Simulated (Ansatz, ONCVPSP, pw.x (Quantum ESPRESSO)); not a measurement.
gallium (bcc): variants of one ONCV potential in the solid

ONCVPSP 4.0.1.1 (patched build) input, shortened (lines: element, Z, core and valence counts, functional; n l f; lmax; l rc ep ncon nbas qcut; lloc lpopt rc5 dvloc0; l nproj debl; icmod fcfact rcfact), PBEsol, scalar-relativistic:

```
  Ga 31.00    6    2  -116133      upf
    1    0    2.00
    2    0    2.00
    2    1    6.00
    3    0    2.00
    3    1    6.00
    3    2   10.00
    4    0    2.00
    4    1    0.50
    2
    0    1.50    0.00    4    7    4.60
    1    2.65    0.00    3    6    3.40
    2    2.30    0.23    4    7    4.10
    0    5    1.50    0.00
    0    0    3.60
    1    2    2.30
    2    2    3.50
    0    0.00    0.00
```

Crystal test: bcc Ga in pw.x 7.5, no spin, 14³ k-points, Fermi–Dirac smearing 0.01 Ry, cutoffs set for each file from its atomic test. The reference is all-electron LAPW (Ansatz 0.2.0) with the same functional, mesh and smearing; V0 and B0 come from Birch–Murnaghan fits to the pressures at five volumes. Errors are pseudo minus all-electron; Δ is the rms difference of the E(V) curves that follow from these fits, minima aligned, over ±6 % about the mean V0. Mesh and smearing are coarse, so the numbers serve the comparison and aren't converged zero-temperature values; the lattice is a test structure that the element need not adopt.

All-electron: a0 = 3.298 Å (V0 = 17.94 Å³/atom), B0 = 59.1 GPa.

Base: This is a poor potential for the solid.

1 further variants are left out: they gave no file fit for a test, a broken result, the same result as the base, or pressures whose basis-set error rivals the error shown.

| change | cutoffs (Ry) | pw.x | a0 (Å) | a0 error (%) | B0 error (%) | Δ (meV/atom) | mean pressure error (GPa) |
| --- | --- | --- | --- | --- | --- | --- | --- |
| base | 115/460 | converged | 3.256 | -1.29 | +10.1 | 9.3 | -2.25 |
| reference 4s1 4p2 | 115/460 | converged | 3.290 | -0.26 | -2.3 | 1.8 | -0.42 |
| core correction polynomial model core, fcfact 0.75 | 115/460 | converged | 3.259 | -1.18 | +9.7 | 8.5 | -2.06 |
| s: qcut 5.2 | 115/460 | converged | 3.256 | -1.27 | +10.0 | 9.2 | -2.23 |

**Question.** Give the row for: s: rc 2.24.

**Answer.** pw.x: converged; mean pressure error (GPa): -2.16; a0 (Å): 3.257; a0 error (%): -1.23; B0 error (%): +9.6; Δ (meV/atom): 8.9.
